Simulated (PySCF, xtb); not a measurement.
ClH, SMILES Cl.

GFN2-xTB (xtb) at its own geometry gives an orbital gap of 9.18 eV and a dipole moment of 1.05 D.

The structure is a stationary point at B3LYP-D3(BJ)/def2-TZVPD.

Q: What does PBE/def2-TZVPD (PySCF) give? (Estimate from the structure and the level; the computed values follow.)

A: gap 7.03 eV (levels -8.04 and -1.00 eV), dipole 1.08 D.
